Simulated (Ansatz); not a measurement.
A nudged elastic band was laid between two geometries of H2O + H5NSi (10 atoms, charge 0, multiplicity 1).

Computed with RKS PBE0/def2-SVP (Ansatz).

```yaml
movable_images: 7
climbing_image: yes
spring: 5.0 eV/Å²
optimiser: quadratic models (default)
start_path: through a guess of the saddle point
force_threshold: 0.03 eV/Å
iteration_limit: 60
end_points: relaxed
```

First end point:

```xyz
10
Properties=species:S:1:pos:R:3
Si 0.321 0.107 -0.158
H 0.447 -0.005 1.341
H 1.708 0.244 -0.696
N -0.618 1.419 -0.767
H -1.569 1.472 -0.409
H -0.190 2.334 -0.851
H -0.248 -1.201 -0.615
O -2.661 0.043 0.935
H -2.662 -0.836 0.539
H -2.174 -0.079 1.758
```

Last end point:

```xyz
10
Properties=species:S:1:pos:R:3
Si -0.413 -0.042 -0.807
H -1.271 0.388 3.579
H 1.023 -0.340 -0.526
N -0.525 1.636 -1.133
H -1.397 2.036 -1.459
H -0.023 2.295 -0.547
H -0.881 -0.798 -2.009
O -1.365 -0.484 0.500
H -1.495 -1.426 0.649
H -1.298 0.234 2.831
```

**Question.** Which bonds break or form, and what moves?

**Answer.** Bonds broken: Si1–H2, O8–H10. Bonds formed: Si1–O8, H2–H10. H2O + H5NSi becomes H2 + H5NOSi.

**Question.** Give the energies along the band, and the barrier.

**Answer.** The run converged. The highest image is number 3 of 0 to 8, 34.7 kcal/mol above the first end and 46.9 kcal/mol above the last; the last end lies 12.3 kcal/mol below the first. Neighbouring images differ by up to 1.3 eV, so the band resolves the path poorly. A vibrational analysis at the climbing image gives one clearly imaginary mode, 1295i cm⁻¹: a first-order saddle point. The orbitals stay closed-shell, which can raise the energy where a bond breaks towards radicals; this wasn't checked here.

```json
{"image": "0", "path coordinate (Å)": "0.00", "energy (kcal/mol)": "0.0", "Si1–H2 (Å)": "1.51", "O8–H10 (Å)": "0.96", "Si1–O8 (Å)": "3.18"}
{"image": "1", "path coordinate (Å)": "0.70", "energy (kcal/mol)": "1.0", "Si1–H2 (Å)": "1.51", "O8–H10 (Å)": "0.97", "Si1–O8 (Å)": "2.86"}
{"image": "2", "path coordinate (Å)": "1.41", "energy (kcal/mol)": "9.3", "Si1–H2 (Å)": "1.54", "O8–H10 (Å)": "0.98", "Si1–O8 (Å)": "2.36"}
{"image": "3", "path coordinate (Å)": "2.11", "energy (kcal/mol)": "34.7", "Si1–H2 (Å)": "1.79", "O8–H10 (Å)": "1.28", "Si1–O8 (Å)": "1.91"}
{"image": "4", "path coordinate (Å)": "3.06", "energy (kcal/mol)": "4.1", "Si1–H2 (Å)": "2.49", "O8–H10 (Å)": "1.89", "Si1–O8 (Å)": "1.70"}
{"image": "5", "path coordinate (Å)": "4.01", "energy (kcal/mol)": "-9.3", "Si1–H2 (Å)": "3.26", "O8–H10 (Å)": "2.22", "Si1–O8 (Å)": "1.68"}
{"image": "6", "path coordinate (Å)": "4.97", "energy (kcal/mol)": "-11.9", "Si1–H2 (Å)": "3.88", "O8–H10 (Å)": "2.43", "Si1–O8 (Å)": "1.68"}
{"image": "7", "path coordinate (Å)": "5.92", "energy (kcal/mol)": "-12.2", "Si1–H2 (Å)": "4.27", "O8–H10 (Å)": "2.45", "Si1–O8 (Å)": "1.68"}
{"image": "8", "path coordinate (Å)": "6.87", "energy (kcal/mol)": "-12.3", "Si1–H2 (Å)": "4.49", "O8–H10 (Å)": "2.44", "Si1–O8 (Å)": "1.68"}
```

**Question.** What is the geometry of the highest image?

**Answer.** 
```xyz
10
Properties=species:S:1:pos:R:3
Si -0.309 0.102 -0.070
H -0.038 -0.197 1.671
H 1.189 0.287 -0.085
N -0.771 1.604 -0.739
H -1.731 1.919 -0.781
H -0.096 2.261 -1.107
H -0.460 -1.226 -0.755
O -2.007 -0.078 0.781
H -2.403 -0.937 0.581
H -1.018 -0.234 1.583
```

Time of the run: 2.9 min on 1 thread of AMD EPYC 9R45 96-Core Processor (Zen 5), on a shared host, peak memory 0.16 GiB.
